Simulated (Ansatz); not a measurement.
We consider hcp Zr, described by BLYP (Ansatz, a program for electronic structure, plane waves, PAW).

Run with plane-wave cutoff 520 eV, 24×24×12 k mesh (along the axes of the cell as run), Fermi–Dirac smearing 0.033 eV (set by the program), scalar-relativistic PAW data made under PBE.

Computed at the level's own relaxed cell.

Elastic tensor (GPa, Voigt notation, ions relaxed):

```
  132.7    62.0    65.7     0.0     0.0     0.0
   62.0   132.7    65.7     0.0     0.0     0.0
   65.7    65.7   147.7     0.0     0.0     0.0
    0.0     0.0     0.0    22.8     0.0     0.0
    0.0     0.0     0.0     0.0    22.8     0.0
    0.0     0.0     0.0     0.0     0.0    35.4
```

Q: Work out the Voigt, Reuss and Hill averages of the bulk and shear moduli, Young's modulus and Poisson's ratio from the printed constants.

A: K_V = [C11 + C22 + C33 + 2(C12 + C13 + C23)]/9 = [413.1 + 2 × 193.4]/9 = 88.9 GPa. G_V = [413.1 − 193.4 + 3 × 81.0]/15 = 30.8 GPa. From the compliances S = C⁻¹, K_R = 88.5 and G_R = 29.3 GPa. Hill means: K = 88.7, G = 30.1 GPa. E = 9KG/(3K + G) = 81 GPa, ν = (3K − 2G)/(6K + 2G) = 0.35, K/G = 2.95.

Measured, for comparison: elastic constant C11 155 GPa, elastic constant C12 67.2 GPa, elastic constant C44 36.3 GPa, elastic constant C33 172 GPa, elastic constant C13 64.6 GPa (4 K, zero-point motion not removed; as tabulated in Clouet (2012), arXiv:1210.1082). Computed (rounded) less measured: elastic constant C11 -14 %, elastic constant C12 -8 %, elastic constant C44 -37 %, elastic constant C33 -14 %, elastic constant C13 +2 %.

Computed values are for the static lattice.
